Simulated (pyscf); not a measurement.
**Substitution at C: `[Cl][CH]([Cl])[Cl]` + `[CH3]` [doublet] → `[Cl]` [doublet] + `[CH3][CH]([Cl])[Cl]`**

Gas phase, doublet surface, charge 0. Bonds broken: Cl1–C2. Bonds formed: C2–C6. Single points on ωB97X-D3(BJ)/def2-SVP structures (PySCF, gas phase).

Transition state (Å):

```xyz
9

Cl     1.3234     1.3794    -0.1727
C      1.0106    -0.7206     0.3079
Cl     1.5928    -1.4004     1.8328
Cl    -0.1937    -1.6833    -0.5582
H      1.8840    -0.7793    -0.3380
C     -0.5986     0.2864     1.3905
H     -0.0697     0.9436     2.0835
H     -0.9949    -0.6474     1.7968
H     -1.1773     0.7682     0.6000
```

One imaginary mode, 669i cm⁻¹; descent along it reached the two sides named.

```
bond    change  reactant side (Å)  saddle  product side
------  ------  -----------------  ------  ------------
Cl1–C2  breaks              1.763   2.177           3.3
C2–C6    forms                3.6   2.185         1.514
```

Electronic energies relative to the separated reactants (eV):

| level | barrier | reaction energy | reverse barrier |
|---|---|---|---|
| ωB97X-D3(BJ)/def2-TZVP | 2.13 | -0.78 | 2.91 |
| PBE/def2-TZVP | 1.71 | -0.59 | 2.30 |
| r²SCAN/def2-TZVP | 1.87 | -0.55 | 2.42 |
| B3LYP-D3(BJ)/def2-TZVP | 1.85 | -0.75 | 2.60 |
| PBE0-D3(BJ)/def2-TZVP | 1.96 | -0.71 | 2.67 |
| M06-2X/def2-TZVP | 2.04 | -0.79 | 2.83 |
| ωB97M-D3(BJ)/def2-TZVP | 2.07 | -0.79 | 2.86 |
| HF/def2-TZVP | 2.93 | -1.00 | 3.93 |

With ωB97M-D3(BJ)/def2-TZVP energies and thermal terms (ideal gas, 1 atm, RRHO with modes under 100 cm⁻¹ raised to 100, one conformer, R ln 2 for rigid chiral ones), in eV:

| T (K) | ΔH‡ | ΔG‡ | ΔH | ΔG |
|---|---|---|---|---|
| 298 | 2.16 | 2.58 | -0.60 | -0.52 |
| 600 | 2.16 | 3.01 | -0.62 | -0.42 |
| 900 | 2.18 | 3.44 | -0.61 | -0.32 |
| 1200 | 2.20 | 3.85 | -0.59 | -0.22 |

One saddle was located; it need not be the lowest between these sides. The angle at the attacked C is 77°: a side-on saddle, likely not the lowest. Left out: orbital degeneracy and the spin-orbit lowering of Cl.
